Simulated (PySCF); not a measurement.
## TDDFT beside published excitation energies

Published values to compare with (the computed states carry no symmetry labels, so the two lists aren't matched line by line):

| state | E (eV) | f | kind of transition | source |
| --- | --- | --- | --- | --- |
| A 1Σ+ | 3.29 |  | Te (adiabatic, minimum to minimum, no zero-point energy) | [1] |
| B 1Π | 4.33 |  | Te (adiabatic, minimum to minimum, no zero-point energy) | [1] |

[1] measured, gas; Huber, Herzberg, Constants of Diatomic Molecules, NIST Chemistry WebBook

Species: lithium hydride, LiH.
SMILES: `[LiH]`

The calculation used TDDFT CAM-B3LYP/aug-cc-pVTZ, vertical, gas phase, core orbitals frozen in the response (PySCF). Isolated species at its PBE0-D3(BJ)/def2-TZVP geometry, gas phase.

Computed singlets: 3.48 eV (f 0.073); 4.54 eV (f 0.360 summed over 2 states); 5.58 eV (f 0.013); 5.86 eV (f 0.001); 6.04 eV (f 0.007); 6.06 eV (f 0.007); 6.43 eV (f 0.071); 6.88 eV (f 0.000 summed over 2 states). Computed triplets (Tamm–Dancoff): 2.95, 4.12, 4.12 eV.

Adiabatic (Te) and 0-0 energies refer to the relaxed excited state and aren't the vertical quantity computed here.
